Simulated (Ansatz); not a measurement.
The first iterations of a band of C$_{2}$H$_{8}$N$_{2}$ (12 atoms, charge 0, multiplicity 1).

Theory: Ansatz, RKS r2SCANh-D4/def2-SVP.

```yaml
movable_images: 5
climbing_image: yes
spring: 5.0 eV/Å²
optimiser: fire
start_path: IDPP
force_threshold: 0.03 eV/Å
iteration_limit: 60
end_points: relaxed
largest_step: 0.5 Å
```

Initial state:

```xyz
12
Properties=species:S:1:pos:R:3
C -1.390 0.101 -0.241
C -0.044 0.816 -0.204
N 0.992 0.199 0.611
N 1.215 -1.168 0.148
H -1.847 0.075 0.760
H -2.092 0.612 -0.916
H -1.267 -0.935 -0.579
H 0.357 0.918 -1.228
H -0.164 1.845 0.172
H 0.595 0.081 1.545
H 1.643 -1.048 -0.774
H 2.002 -1.497 0.709
```

Final state:

```xyz
12
Properties=species:S:1:pos:R:3
C -1.387 -0.017 -0.113
C -0.141 0.840 -0.306
N 1.060 0.352 0.345
N 1.439 -0.918 -0.131
H -1.648 -0.106 0.954
H -2.255 0.414 -0.634
H -1.226 -1.028 -0.515
H 0.083 0.932 -1.381
H -0.319 1.860 0.073
H 0.927 0.361 1.358
H 2.448 -1.008 -0.050
H 1.019 -1.683 0.399
```

| iteration | highest image above the first end (eV) | largest band force component (eV/Å) |
| --- | --- | --- |
| 1 | 0.024 | 0.381 |
| 2 | 0.020 | 0.219 |
| 3 | 0.015 | 0.221 |
| 4 | 0.011 | 0.184 |
| 5 | 0.009 | 0.133 |
| 6 | 0.008 | 0.121 |
| 7 | 0.006 | 0.134 |

**Question.** Does the band converge within its limit, and where does its top end?

**Answer.** The forces met the threshold. It ended after 22 iterations with the highest image 0.001 eV above the first end. The top lies less than 8 meV above the higher end, about what the thresholds resolve: that end is a shoulder or a very shallow well. Another band between the same ends (5 images) ends at a top of the same energy, where a vibrational analysis finds 1 clearly imaginary mode.

Time of the run: 5.2 min on 2 threads of Arm Neoverse V1, on a shared host, peak memory 0.21 GiB.
